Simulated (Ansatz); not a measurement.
Several settings on one geometry of Al(H2S)H3 (AlH₅S) (that of the charge 0 singlet, PBE0-D4/def2-TZVP). Ansatz on 2 threads of AMD EPYC 7R13 on a shared host; times are rough.

| atom | x (Å) | y (Å) | z (Å) |
| --- | --- | --- | --- |
| Al1 | 0.1222 | -0.2097 | -1.0629 |
| S2 | 0.1460 | -0.2429 | 1.4679 |
| H3 | 0.5198 | 1.0337 | 1.6581 |
| H4 | -1.1523 | 0.0466 | 1.6589 |
| H5 | 1.7098 | -0.1980 | -1.2296 |
| H6 | -0.6775 | 1.1577 | -1.2696 |
| H7 | -0.6681 | -1.5875 | -1.2227 |

Totals from different functionals, basis sets or treatments of relativity can't be compared as stabilities.

Correlated methods freeze 10 core orbitals.

Give the basis size and estimate the energy, ⟨S²⟩ and time of these runs.

```tsv
run	method	charge	state	further keys
1	RHF, ccsd_t/aug-cc-pVDZ	0	singlet	scf: {omitted_lower_state_checks: [starts]}
2	UKS PBEsol-D3(BJ)-ATM/def2-SVPD	0	singlet	scf: {omitted_lower_state_checks: [starts]}
3	RKS BLYP/def2-SVP	0	singlet	nuclear_model: gaussian; scf: {omitted_lower_state_checks: [starts]}
```


```
run  functions  energy (Eh)  ⟨S²⟩  wall time
  1         99    -642.6387     –      2.3 s
  2         91    -641.9274  0.00        1 s
  3         61    -643.3786     –      0.4 s
```
